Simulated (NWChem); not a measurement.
System: CH$_{3}$, doublet; SMILES [CH3]

Results from NWChem. Spin-unrestricted. Medium grid unless said otherwise, to which SCAN and Minnesota functionals are sensitive. In the optimisation the excess spin sits in a2" (D3h, its own frame). Structure relaxed at the PBE0/def2-SVP, spin-unrestricted level. No stability test was run on the SCF state. Total energies of different functionals are on different scales.

```csv
level,energy (Ha),highest occupied level (eV),"lowest empty minus highest occupied level, either spin (eV)",<S²>
B3LYP/def2-SVP,-39.8094,-6.31,4.65,0.754
PBE/def2-SVP,-39.7402,-5.21,2.69,0.754
LRC-wPBEh/def2-SVP,-39.7638,-8.67,9.35,0.754
M06-L/def2-SVP,-39.7969,-5.53,3.57,0.757
r2SCAN/def2-SVP,-39.7805,-5.76,4.07,0.756
TPSSh/def2-SVP,-39.8151,-5.95,4.33,0.755
M06/def2-SVP,-39.7660,-6.44,5.52,0.755
UHF/def2-SVP,-39.5328,-10.52,14.37,0.762
```
